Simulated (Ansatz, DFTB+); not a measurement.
Strength of the C–O bond: C5H8O → C2H5O + C3H3

Species: C5H8O (propargylethyl ether) `C#CCOCC`, singlet; C2H5O (ethoxy radical) `CC[O]`, doublet; C3H3 (propargyl radical) `[CH]=C=C`, doublet. 

Shapes, held fixed at every level: PBE0-D4/def2-TZVP. Flexible molecules stand in one conformer, not always the lowest. Programs: Ansatz 0.2.0, DFTB+ 25.1. The zero-point and thermal change to 298 K, harmonic and unscaled (PBE0-D4/def2-TZVP), is -26.9 kJ/mol.

Question: Estimate ΔH(298 K) of this reaction.

Answer: B2PLYP/def2-TZVPP gives ΔH(298 K) = +280.3 kJ/mol; the levels span +248.7 to +343.5. The median of the levels is +280.3. No measured value is set beside it here. Spin contamination: C3H3 (⟨S²⟩ up to 0.96). Open shells run unrestricted unless RO is named.

```csv
level,kind,ΔH(298 K) (kJ/mol)
DFTB1,semi-empirical,+317.6
SPW92/def2-TZVPP,LDA,+343.5
r2SCAN-D4/def2-TZVPP,meta-GGA,+249.1
B3LYP-D4/def2-TZVPP,global hybrid,+261.6
PBE0-D4/def2-TZVPP,global hybrid,+272.7
r2SCAN0-D4/def2-TZVPP,global hybrid,+248.7
wB97M-V/def2-TZVPP,range-separated hybrid,+292.2
wB97X-V/def2-TZVPP,range-separated hybrid,+289.9
B2PLYP/def2-TZVPP,double hybrid,+280.3
```
